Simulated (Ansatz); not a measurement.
# CFSi− (SMILES [C-]#[Si]F): one structure at several levels

The task here is to estimate one member of a computed series from the others.

Program: Ansatz 0.2.0, Gaussian basis. Level of theory: single points in def2-TZVPPD. These are calculated values, not measurements.

Correlated methods freeze the cores.

## Starting geometry

SMILES `[C-]#[Si]F`, 3 atoms, charge -1, spin multiplicity 1.

Atoms are counted from 1 here; the program's logs count them from 0.

Bond lengths: C1–Si2 1.754 Å, Si2–F3 1.692 Å. Angles: C1–Si2–F3 176.4°.

Geometry (Å):

```xyz
3
charge -1, multiplicity 1
C     0.9746    1.2834    0.7187
Si   -0.0691    0.0370    0.0610
F    -0.9910   -1.2092   -0.6165
```

The first run:

run/in.yaml reads:

```yaml
crystal:
  periodic: [false, false, false]
  atoms:
    - {symbol: C, position_ang: [0.974600, 1.283400, 0.718700]}
    - {symbol: Si, position_ang: [-0.069100, 0.037000, 0.061000]}
    - {symbol: F, position_ang: [-0.991000, -1.209200, -0.616500]}
basis:
  gaussian: {orbitals: "def2-TZVPPD.json"}
total_charge: -1
correlation: {method: ccsd_t}
output: {forces: true}
```

The basis file named in the input lies beside it (Basis Set Exchange, JSON).

The command line of these runs was not kept.

Among the steps run: CCSD(T)/def2-TZVPPD; PBE0-D4/def2-TZVPPD; wB97M-V/def2-TZVPPD; r2SCAN-D4/def2-TZVPPD; PBE-D4/def2-TZVPPD; LC-wPBE/def2-TZVPPD; B97M-V/def2-TZVPPD.

One of the session's tables, all rows but one given; the rest of the session is left out.

```
   method  RMS force component (eV/Å)  angle to CCSD(T) forces (°)
  CCSD(T)                       0.496                    reference
  PBE0-D4                       0.849                          1.4
  wB97M-V                       0.882                          4.3
r2SCAN-D4                       0.791                          3.5
   PBE-D4                       0.734                         19.9
  LC-wPBE                           ?                            ?
   B97M-V                       0.839                          3.4
```

Q: Estimate the row for LC-wPBE from the others.

**Answer.** RMS force component (eV/Å): 1.144; angle to CCSD(T) forces (°): 4.6. In the column «RMS force component (eV/Å)» it is the highest.
